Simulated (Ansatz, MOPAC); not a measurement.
System: C₄H₇, charge 0, multiplicity 2. SMILES: CC(=C)[CH2]

Atoms: C1, C2, H3, H4, C5, H6, H7, C8, H9, H10, H11. Bonds: C1-C2, C1-H3, C1-H4, C2-C5, C2-C8, C5-H6, C5-H7, C8-H9, C8-H10, C8-H11.

Bond lengths (Å) and angles (degrees) optimised at AM1 with MOPAC; PM3 with MOPAC; MNDO with MOPAC; HF/STO-3G with Ansatz (an electronic-structure program), each started from the B3LYP-D3(BJ)/def2-TZVP structure (Ansatz) of the last column. A row stands for all coordinates that are equal there; 11 of 22 kinds are shown. No wavenumbers were computed at MNDO, HF/STO-3G, so these may be saddle points.

| coordinate | AM1 | PM3 | MNDO | HF/STO-3G | B3LYP-D3(BJ)/def2-TZVP |
|---|---|---|---|---|---|
| C1-C2 | 1.388 | 1.387 | 1.406 | 1.408 | 1.381 |
| C1-H3 | 1.094 | 1.085 | 1.086 | 1.081 | 1.082 |
| C1-H4 | 1.094 | 1.085 | 1.086 | 1.081 | 1.081 |
| C2-C5 | 1.390 | 1.389 | 1.408 | 1.412 | 1.387 |
| C2-C8 | 1.487 | 1.489 | 1.510 | 1.531 | 1.512 |
| C8-H9 | 1.117 | 1.098 | 1.109 | 1.085 | 1.090 |
| C8-H10 | 1.118 | 1.098 | 1.110 | 1.087 | 1.091 |
| C8-H11 | 1.119 | 1.098 | 1.111 | 1.088 | 1.092 |
| C1-C2-C5 | 121.7 | 121.1 | 121.2 | 121.2 | 121.4 |
| C1-C2-C8 | 119.5 | 119.9 | 119.8 | 119.8 | 119.7 |
| C5-C2-C8 | 118.7 | 119.0 | 119.0 | 119.0 | 119.0 |

Mean signed difference of all 10 bond lengths from B3LYP-D3(BJ)/def2-TZVP: AM1 0.011 Å, PM3 0.002 Å, MNDO 0.012 Å, HF/STO-3G 0.005 Å.
